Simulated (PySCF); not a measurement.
Species: HC≡CCF(CH3)2, C₅H₇F.
Numbering: `[CH:1]#[C:2][C:3]([CH3:4])([CH3:5])[F:6]` (hydrogens: H7 on C1; H8, H9, H10 on C4; H11, H12, H13 on C5)

Structure used (GFN2-xTB), in Å, numbered top down from 1:
```
atom  x, y, z in Å
C1     1.9770   -1.4761    0.4427
C2     1.0599   -0.8024    0.0733
C3    -0.0496    0.0107   -0.4088
C4    -1.3793   -0.5416    0.1006
C5     0.1571    1.4763   -0.0321
F6    -0.0690   -0.0664   -1.8071
H7     2.7773   -2.0634    0.7827
H8    -1.3981   -0.5164    1.1868
H9    -1.5052   -1.5691   -0.2336
H10   -2.1984    0.0576   -0.2905
H11    1.0905    1.8385   -0.4575
H12   -0.6631    2.0743   -0.4231
H13    0.1966    1.5784    1.0489
```

The calculation used PBE0/pcSseg-1 in PySCF (dipole) on a GFN2-xTB geometry, gas phase.

Masses are those of the commonest isotopes; rigid-rotor values at the optimised geometry. 

(1) Give the principal moments of inertia and the rotational constants in MHz.

(2) What kind of rotor is it?

(3) Is it planar, by Δ = Ic − Ia − Ib?

(4) Which types of transition are allowed, and where do some lines up to J = 4 fall?

(5) Estimate the classical rotational partition function at 100 K, 200 K and 500 K.

Answers

(1) Ia = 105.12, Ib = 181.06, Ic = 185.39 u·Å²; 505379 MHz·u·Å²/I gives A = 4808, B = 2791, C = 2726 MHz.

(2) A near-prolate asymmetric top: κ = (2 × 2791 − 4808 − 2726)/(4808 − 2726) = -0.94.

(3) Not planar: Δ = Ic − Ia − Ib = -100.79 u·Å². For a rigid frame Δ = −2 Σ m c², so Σ m c² = 50.39 u·Å² lies off the ab plane: 7.21 from hydrogen and 43.18 from heavier atoms. The atom farthest from that plane is 1.75 Å away.

(4) The dipole components are |μa| = 0.23 D, |μb| = 0.00 D, |μc| = 1.95 D; the mirror of this Cs structure is the ac plane, so μb vanishes by symmetry and there are no b-type lines. The squared components, which scale the intensities, stand as 0.01 : 1.00 (a : c). Some lines, for components of 0.1 D or more:

```json
{"type": "a", "branch": "Q", "J(Ka,Kc)": "4(1,3) ← 4(1,4)", "MHz": "652", "lower level (cm⁻¹)": "1.898"}
{"type": "c", "branch": "Q", "J(Ka,Kc)": "3(1,3) ← 3(0,3)", "MHz": "1860", "lower level (cm⁻¹)": "1.104"}
{"type": "c", "branch": "Q", "J(Ka,Kc)": "1(1,1) ← 1(0,1)", "MHz": "2017", "lower level (cm⁻¹)": "0.184"}
{"type": "c", "branch": "Q", "J(Ka,Kc)": "3(3,1) ← 3(2,1)", "MHz": "10239", "lower level (cm⁻¹)": "1.378"}
{"type": "a", "branch": "R", "J(Ka,Kc)": "2(1,2) ← 1(1,1)", "MHz": "10969", "lower level (cm⁻¹)": "0.251"}
{"type": "a", "branch": "R", "J(Ka,Kc)": "2(0,2) ← 1(0,1)", "MHz": "11033", "lower level (cm⁻¹)": "0.184"}
{"type": "c", "branch": "Q", "J(Ka,Kc)": "4(4,1) ← 4(3,1)", "MHz": "14341", "lower level (cm⁻¹)": "2.456"}
{"type": "a", "branch": "R", "J(Ka,Kc)": "3(1,3) ← 2(1,2)", "MHz": "16453", "lower level (cm⁻¹)": "0.617"}
{"type": "a", "branch": "R", "J(Ka,Kc)": "3(0,3) ← 2(0,2)", "MHz": "16546", "lower level (cm⁻¹)": "0.552"}
{"type": "a", "branch": "R", "J(Ka,Kc)": "3(2,1) ← 2(2,0)", "MHz": "16558", "lower level (cm⁻¹)": "0.826"}
{"type": "a", "branch": "R", "J(Ka,Kc)": "3(1,2) ← 2(1,1)", "MHz": "16649", "lower level (cm⁻¹)": "0.624"}
{"type": "c", "branch": "R", "J(Ka,Kc)": "2(2,1) ← 1(1,1)", "MHz": "17215", "lower level (cm⁻¹)": "0.251"}
{"type": "c", "branch": "R", "J(Ka,Kc)": "3(1,2) ← 2(0,2)", "MHz": "18797", "lower level (cm⁻¹)": "0.552"}
{"type": "a", "branch": "R", "J(Ka,Kc)": "4(2,3) ← 3(2,2)", "MHz": "22068", "lower level (cm⁻¹)": "1.378"}
{"type": "a", "branch": "R", "J(Ka,Kc)": "4(2,2) ← 3(2,1)", "MHz": "22083", "lower level (cm⁻¹)": "1.378"}
{"type": "c", "branch": "R", "J(Ka,Kc)": "3(2,1) ← 2(1,1)", "MHz": "22609", "lower level (cm⁻¹)": "0.624"}
{"type": "c", "branch": "R", "J(Ka,Kc)": "3(2,2) ← 2(1,2)", "MHz": "22797", "lower level (cm⁻¹)": "0.617"}
{"type": "c", "branch": "R", "J(Ka,Kc)": "3(3,1) ← 2(2,1)", "MHz": "26798", "lower level (cm⁻¹)": "0.826"}
{"type": "c", "branch": "R", "J(Ka,Kc)": "4(2,2) ← 3(1,2)", "MHz": "28044", "lower level (cm⁻¹)": "1.179"}
{"type": "c", "branch": "R", "J(Ka,Kc)": "4(2,3) ← 3(1,3)", "MHz": "28412", "lower level (cm⁻¹)": "1.166"}
{"type": "c", "branch": "R", "J(Ka,Kc)": "4(3,2) ← 3(2,2)", "MHz": "32319", "lower level (cm⁻¹)": "1.378"}
```

(5) Point group Cs, symmetry number σ = 1; q = (√π/σ)·√((kT/h)³/(ABC)), k/h = 20836.6 MHz/K: 27900 at 100 K, 78800 at 200 K, 312000 at 500 K.

GFN2-xTB frequencies: not computed here. Zero-point vibration and centrifugal distortion are left out. A rigid rotor knows nothing of internal rotation, which can split or shift real lines.
